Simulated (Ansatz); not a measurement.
C4H6O2 can be A, `C=CCOC=O`, or B, `O=CCC1CO1`.

Program: Ansatz. Geometries: PBE0-D4/def2-TZVP. ΔE: electronic, gas phase. CCSD(T)/CBS is the MP2 limit (def2-TZVPP, def2-QZVPP) plus CCSD(T) − MP2 in def2-TZVPP, frozen cores. DFT in def2-TZVPP. One conformer a species, not always the lowest.

**Question.** Which is lower in electronic energy at CCSD(T)/CBS, and by how much? (Estimate.)

**Answer.** Computed: A, by 90.9 kJ/mol.

**Question.** Give E(B) − E(A) in kJ/mol with BLYP-D4, PBE0-D4, CCSD/def2-TZVPP, PBE-D4, HF/def2-TZVPP, r2SCAN-D4, MP2/def2-TZVPP. (Best estimate.)

**Answer.** Computed: BLYP-D4 103.4, PBE0-D4 78.8, CCSD/def2-TZVPP 88.7, PBE-D4 83.0, HF/def2-TZVPP 105.6, r2SCAN-D4 88.3, MP2/def2-TZVPP 84.0. None reverses the order clearly.

**Question.** Does the order hold for the free energy at 298.15 K (harmonic terms from PBE0-D4)? (Best estimate.)

**Answer.** Ansatz gave: Yes: G(B) − G(A) = +91.6 kJ/mol, for one conformer each. Modes under 60 cm⁻¹, often nearly free rotors, make the harmonic entropy too high.

Largest T1 diagnostic: 0.014.

From BLYP to BHLYP (50 % exact exchange), in def2-TZVPP and without D4, E(B) − E(A) moves by −6.6 kJ/mol. In def2-TZVPP, CCSD(T) changes the Hartree–Fock value by −15.3 kJ/mol (the triples alone add +1.5 kJ/mol) and MP2 by −21.6 kJ/mol.
